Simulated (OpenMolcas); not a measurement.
## Exact exchange and the HOMO–LUMO gap of C3H3N (acrylonitrile)

C3H3N: 7 atoms, total charge 0, spin state singlet. SMILES: `C=CC#N`. The coordinates come from a PBE0-D4/def2-TZVP relaxation.

The HOMO–LUMO gap y, in eV, basis 6-311+G(d,p); a is the functional's share of exact exchange. Programs: OpenMolcas 26.06.

| functional | program | a | y (eV) |
| --- | --- | --- | --- |
| TPSS | OpenMolcas | 0 | 4.83 |
| BLYP | OpenMolcas | 0 | 4.63 |
| B3LYP | OpenMolcas | 0.2 | ? |
| PBE0 | OpenMolcas | 0.25 | 6.74 |
| BHLYP | OpenMolcas | 0.5 | 8.75 |

Fit y = c + s·a to the known rows and predict B3LYP.


1. Means of the 4 rows: a = 0.1875, y = 6.237.
2. Σ(Δa)² = 0.17188, Σ(Δa·Δy) = 1.3819, so the slope is 1.3819/0.17188 = 8.0399.
3. Intercept: 6.237 − (8.0399) × 0.1875 = 4.730. The largest residual of the fit is 0.10.
4. B3LYP: 4.730 + (8.0399) × 0.2 = 6.34 eV.

The run gave 6.29 eV, so the prediction is off by +0.05 eV, within the scatter of the fit. Exact exchange lowers occupied levels and raises empty ones. The rows mix families of semi-local functionals, which the line can't see.
